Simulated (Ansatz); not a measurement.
**Property card for Cr**

Method: DFT PBEsol, scalar-relativistic, plane waves, PAW (Ansatz 0.2.0).

Plane waves to 420 eV, a k mesh through Γ of 18×18×10 on the computed 2-atom cell and Gaussian smearing (0.10 eV); no spin polarisation.

The structure is relaxed at this level of theory with its symmetry kept. This form isn't the element's structure at ambient conditions.

The structure is hexagonal, space group P6_3/mmc (No. 194). Conventional cell: a = 2.456 Å, b = 2.456 Å, c = 4.398 Å, α = 90.00°, β = 90.00°, γ = 120.00°. Around Cr (site symmetry -6m2) lie 12 Cr at 2.46 to 2.62 Å.

| Item | Value |
| --- | --- |
| Volume per atom | 11.48 Å³ |
| Formation energy from the elements' standard states (uncorrected) | +0.420 eV/atom |
| Kohn–Sham band gap | none (metal) |
| Density of states at the Fermi level | 2.92 states/eV per cell |
| Löwdin character within 0.5 eV of the Fermi level | Cr 3d 93 % |
| Bulk modulus | 257 GPa |
| Its pressure derivative | 4.2 |
| Bader charges (e) | Cr (2 in the cell) 0.00 |

Spin polarisation was left out, and a magnetic state may lie lower.

A ferromagnetic start lost its moments in a first run, so spin was left out; other magnetic orders weren't tried.

Cost: 9 runs of about 3.2 core-minutes in all, on Intel Xeon Platinum 8259CL (Skylake/Cascade Lake) (shared hosts).